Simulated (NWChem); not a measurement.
**C2H8Si (dimethylsilane): levels of theory compared**

Wanted: a comparison of 6 runs (B3LYP/def2-SVP, BHLYP/def2-SVP, CAM-B3LYP/def2-SVP, M06-2X/def2-SVP, M06-L/def2-SVP, PBE0/def2-SVP) of C2H8Si (dimethylsilane). 

Program for the calculation: NWChem 7.3.0.

1 further run of the same task is left out (set aside as unsound or not needed).

### 1 The molecule

C2H8Si has 11 atoms, charge 0, and is taken as a singlet. SMILES: `C[SiH2]C`. The C1–H6 distance was set to 1.967 Å, away from the relaxed value. At this shape a bond of the SMILES string is far longer than usual.

Bond lengths: C1–Si2 1.872 Å, Si2–C3 1.872 Å, C1–H4 1.092 Å, C1–H5 1.093 Å, Si2–H7 1.491 Å, Si2–H8 1.491 Å, C3–H9 1.093 Å, C3–H10 1.092 Å, C3–H11 1.093 Å. Some angles: C1–Si2–C3 111.5°, C1–Si2–H7 109.5°, C1–Si2–H8 109.5°, C3–Si2–H7 109.5°, C3–Si2–H8 109.5°, Si2–C1–H4 111.0°, Si2–C1–H5 110.9°, Si2–C3–H9 110.9°, Si2–C3–H10 111.0°, Si2–C3–H11 110.9°.

### 2 A single-point energy at B3LYP/def2-SVP (run 1)

The input, c2h8si.nw:

```
start c2h8si
title "C2H8Si B3LYP"
memory stack 880 mb heap 220 mb global 1100 mb
charge 0

geometry units angstroms noautosym nocenter noautoz
   C    -0.926435    0.425019   -1.335867
   Si   -0.185435   -1.195381   -0.762267
   C     1.470365   -0.934481    0.071033
   H    -1.892035    0.264719   -1.820767
   H    -0.267935    0.922419   -2.052467
   H    -1.204900    1.644900    0.182100
   H    -0.016135   -2.106381   -1.930767
   H    -1.121335   -1.861481    0.188633
   H     2.181965   -0.466981   -0.614267
   H     1.896365   -1.884181    0.402733
   H     1.368565   -0.286981    0.945633
end

basis spherical bse
   * library def2-SVP
end

dft
   xc b3lyp
   grid xfine
   convergence energy 1e-08
   iterations 100
   mulliken
   print low
end

task dft
```

Command:

```sh
$ nwchem c2h8si.nw > c2h8si.out
```

The log of the run:

```text
[...]
 d= 0,ls=0.0,diis     1   -370.2522383114 -4.82D+02  6.52D-03  2.11D-01     4.2
[...]
 d= 0,ls=0.0,diis     8   -370.2838473982 -7.37D-09  3.60D-06  8.28D-08    31.0
         Total DFT energy =     -370.283847398226
      One electron energy =     -730.144712178566
           Coulomb energy =      282.609800560638
    Exchange-Corr. energy =      -34.606788189377
 Nuclear repulsion energy =      111.857852409078
[...]
      Total Density - Mulliken Population Analysis
     ---------------------------------------------
    Atom       Charge   Shell Charges
 -----------   ------   -------------------------------------------------------
    1 C    6     6.25   1.99  0.93  0.33  1.96  1.02  0.02
    2 Si  14    13.55   2.00  1.98  1.04  0.18  5.93  1.31  0.88  0.23
    3 C    6     6.23   1.98  0.90  0.22  2.14  0.97  0.02
    4 H    1     0.93   0.73  0.18  0.02
    5 H    1     0.94   0.73  0.18  0.02
    6 H    1     1.03   0.51  0.51  0.00
    7 H    1     1.10   0.75  0.34  0.01
    8 H    1     1.10   0.75  0.34  0.01
    9 H    1     0.96   0.74  0.20  0.03
   10 H    1     0.96   0.73  0.20  0.03
[...]
```

It took 32 s on 1 thread of Intel Xeon Platinum 8488C (Sapphire Rapids), shared host; peak memory 0.15 GiB.

### 3 The energy at BHLYP/def2-SVP (run 2)

The input, run.py:

```python
from ase import Atoms
from ase.calculators.nwchem import NWChem

molecule = Atoms('CSiCHHHHHHHH', positions=[
    [-0.926435, 0.425019, -1.335867],
    [-0.185435, -1.195381, -0.762267],
    [1.470365, -0.934481, 0.071033],
    [-1.892035, 0.264719, -1.820767],
    [-0.267935, 0.922419, -2.052467],
    [-1.204900, 1.644900, 0.182100],
    [-0.016135, -2.106381, -1.930767],
    [-1.121335, -1.861481, 0.188633],
    [2.181965, -0.466981, -0.614267],
    [1.896365, -1.884181, 0.402733],
    [1.368565, -0.286981, 0.945633],
])

calc = NWChem(
    label='c2h8si',
    theory='dft',
    memory='2200 mb',
    basis='def2-SVP',
    basispar='spherical bse',
    dft={'xc': 'bhlyp', 'mult': '1', 'grid': 'xfine', 'convergence': 'energy 1e-08', 'iterations': '100', 'mulliken': None},
    task='energy',
)
molecule.calc = calc

print("Total energy (eV):", round(molecule.get_potential_energy(), 6))
print("dipole (e A):", molecule.get_dipole_moment().round(4))
```

Command:

```sh
$ export ASE_NWCHEM_COMMAND="nwchem PREFIX.nwi > PREFIX.nwo"
$ python run.py
```

The log of the run:

```text
Total energy (eV): -10073.422964
dipole (e A): [ 0.1138 -0.0218 -0.1278]
```

The calculator wrote c2h8si.nwi:

```
title "c2h8si"

permanent_dir c2h8si

scratch_dir c2h8si

start c2h8si

geometry units angstrom nocenter noautosym noautoz
  C  -9.2643500000000001e-01 4.2501899999999998e-01 -1.3358669999999999e+00
  Si -1.8543499999999999e-01 -1.1953810000000000e+00 -7.6226700000000003e-01
  C  1.4703649999999999e+00 -9.3448100000000001e-01 7.1032999999999999e-02
  H  -1.8920349999999999e+00 2.6471899999999998e-01 -1.8207670000000000e+00
  H  -2.6793499999999998e-01 9.2241899999999999e-01 -2.0524670000000000e+00
  H  -1.2049000000000001e+00 1.6449000000000000e+00 1.8210000000000001e-01
  H  -1.6135000000000000e-02 -2.1063809999999998e+00 -1.9307669999999999e+00
  H  -1.1213350000000000e+00 -1.8614809999999999e+00 1.8863300000000000e-01
  H  2.1819649999999999e+00 -4.6698099999999998e-01 -6.1426700000000001e-01
  H  1.8963650000000001e+00 -1.8841810000000001e+00 4.0273300000000001e-01
  H  1.3685650000000000e+00 -2.8698099999999999e-01 9.4563299999999995e-01
end

memory 2200 mb

basis spherical bse noprint
   * library def2-SVP
end

dft
  xc bhlyp
  mult 1
  grid xfine
  convergence energy 1e-08
  iterations 100
  mulliken
end

task dft energy
```

c2h8si.nwo:

```text
Northwest Computational Chemistry Package (NWChem) 7.3.0
             --------------------------------------------------------

           Job information
           ---------------

    nwchem branch   = 7.3.0
    use scalapack   = T
    input           = c2h8si.nwi
    prefix          = c2h8si.
    data base       = c2h8si/c2h8si.db
    status          = startup
    nproc           =        1

           Memory information
           ------------------

    heap     =     72089596 doubles =      550.0 Mbytes
    stack    =     72089601 doubles =      550.0 Mbytes
    global   =    144179200 doubles =     1100.0 Mbytes (distinct from heap & stack)
    total    =    288358397 doubles =     2200.0 Mbytes
    verify   = yes
    hardfail = no

[... 106 lines left out ...]
  convergence criterion.
[... 18 lines left out ...]
          Convergence on density requested:  1.00D-05
[... 24 lines left out ...]
          Convergence Information
[... 61 lines left out ...]
   convergence    iter        energy       DeltaE   RMS-Dens  Diis-err    time
[... 15 lines left out ...]
           Coulomb energy =      282.547527205574
[... 7 lines left out ...]
                       DFT Final Molecular Orbital Analysis
[... 630 lines left out ...]
 center of mass
 --------------
 x =   0.07211495 y =  -1.36474702 z =  -1.29801140

 moments of inertia (a.u.)
 ------------------
         210.947748880774          67.829951283026         -92.773515922629
          67.829951283026         271.761346142487          39.269436559773
         -92.773515922629          39.269436559773         323.708842736548

     Multipole analysis of the density
     ---------------------------------

     L   x y z        total         alpha         beta         nuclear
     -   - - -        -----         -----         ----         -------
     0   0 0 0     -0.000000    -17.000000    -17.000000     34.000000

     1   1 0 0      0.215046     -1.415639     -1.415639      3.046323
[... 8 lines of this table left out ...]
     2   0 0 2    -20.990915    -66.972534    -66.972534    112.954152

 Task  times  cpu:       30.1s     wall:       30.1s
 Total times  cpu:       30.2s     wall:       30.2s
```

Wall time 31 s (1 thread of Intel Xeon Platinum 8488C (Sapphire Rapids), shared host); peak memory 0.15 GiB.

Runs 3 to 5 aren't shown in full; the table further down has their settings and results.

### 4 The energy at PBE0/def2-SVP (run 6)

The input, mymol.nw:

```
start mymol
title "C2H8Si energy"
memory 2200 mb

geometry units angstroms noautosym nocenter noautoz
  C    -0.926435    0.425019   -1.335867
  Si   -0.185435   -1.195381   -0.762267
  C     1.470365   -0.934481    0.071033
  H    -1.892035    0.264719   -1.820767
  H    -0.267935    0.922419   -2.052467
  H    -1.204900    1.644900    0.182100
  H    -0.016135   -2.106381   -1.930767
  H    -1.121335   -1.861481    0.188633
  H     2.181965   -0.466981   -0.614267
  H     1.896365   -1.884181    0.402733
  H     1.368565   -0.286981    0.945633
end

basis spherical bse
  * library def2-SVP
end

dft
  xc pbe0
  mult 1
  grid xfine
  convergence energy 1e-08
  maxiter 100
  mulliken
end

task dft energy
```

Command:

```sh
$ nwchem mymol.nw > mymol.out
```

The log of the run:

```text
[...]
          Wavefunction type:  closed shell.
          No. of atoms     :    11
          No. of electrons :    34
[...]
          Charge           :     0
          Spin multiplicity:     1
[...]
          AO basis - number of functions:    86
[...]
              XC Information
              --------------
                         PBE0 Method XC Functional
                     Hartree-Fock (Exact) Exchange  0.250
          PerdewBurkeErnzerhof Exchange Functional  0.750
            Perdew 1991 LDA Correlation Functional  1.000 local
           PerdewBurkeErnz. Correlation Functional  1.000 non-local
[...]
 d= 0,ls=0.0,diis     1   -370.0002829693 -4.82D+02  5.61D-03  1.79D-01     4.7
[...]
 d= 0,ls=0.0,diis    10   -370.0268966159 -2.47D-09  1.37D-07  1.58D-10    40.6
         Total DFT energy =     -370.026896615930
      One electron energy =     -730.231731569961
           Coulomb energy =      282.685437793846
    Exchange-Corr. energy =      -34.338455248894
 Nuclear repulsion energy =      111.857852409078
[...]
      Total Density - Mulliken Population Analysis
     ---------------------------------------------
    Atom       Charge   Shell Charges
 -----------   ------   -------------------------------------------------------
    1 C    6     6.35   1.99  0.91  0.39  1.93  1.11  0.01
    2 Si  14    13.57   2.00  1.98  1.02  0.19  5.93  1.32  0.90  0.23
    3 C    6     6.35   1.99  0.88  0.28  2.12  1.06  0.02
    4 H    1     0.90   0.72  0.15  0.03
    5 H    1     0.91   0.72  0.16  0.03
    6 H    1     1.00   0.50  0.50  0.00
    7 H    1     1.08   0.73  0.33  0.01
    8 H    1     1.08   0.74  0.33  0.01
    9 H    1     0.93   0.73  0.17  0.03
   10 H    1     0.92   0.73  0.17  0.03
[...]
```

It took 41 s on 1 thread of Intel Xeon Platinum 8488C (Sapphire Rapids), shared host; peak memory 0.15 GiB.

### 5 Overview of the runs

```csv
run,level,energy (Eh),wall time
1,B3LYP/def2-SVP,-370.283847,32 s
2,BHLYP/def2-SVP,-370.191469,31 s
3,CAM-B3LYP/def2-SVP,-370.200843,50 s
4,M06-2X/def2-SVP,-370.175844,43 s
5,M06-L/def2-SVP,-370.243283,62 s
6,PBE0/def2-SVP,-370.026897,41 s
```

### 6 Results

```
            quantity          value
 run 6: total energy  -370.02690 Eh
run 6: dipole moment         0.74 D
  run 6: HOMO energy       -7.99 eV
  run 6: LUMO energy       -1.89 eV
run 6: HOMO–LUMO gap        6.09 eV
```

In words: Over runs 2, 3, 4, 5, 6 the dipole moment (its size) runs from 0.70 D (M06-2X/def2-SVP) to 0.83 D (BHLYP/def2-SVP). Over runs 2, 3, 5, 6 the HOMO–LUMO gap runs from 4.52 eV (M06-L/def2-SVP) to 8.52 eV (CAM-B3LYP/def2-SVP). Totals of different functionals can't be ranked against each other. In runs 1, 2, 3, 4, 5, 6 a closed-shell determinant meets a far-stretched bond, which it describes badly. All runs together took 4.3 min, the longest 62 s.
